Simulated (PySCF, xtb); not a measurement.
NO, SMILES [N]=O (connectivity only; charge and spin as stated), charge +1, multiplicity 1.

GFN2-xTB (xtb) at its own geometry gives an orbital gap of 4.85 eV.

Coordinates come from a PBE0-D3(BJ)/def2-TZVPD optimisation.

Task: What does PySCF with M06-2X/def2-TZVPD give? (The exact figures need the calculation; the answer reports its results.)

Result: gap 15.99 eV (levels -27.25 and -11.26 eV).
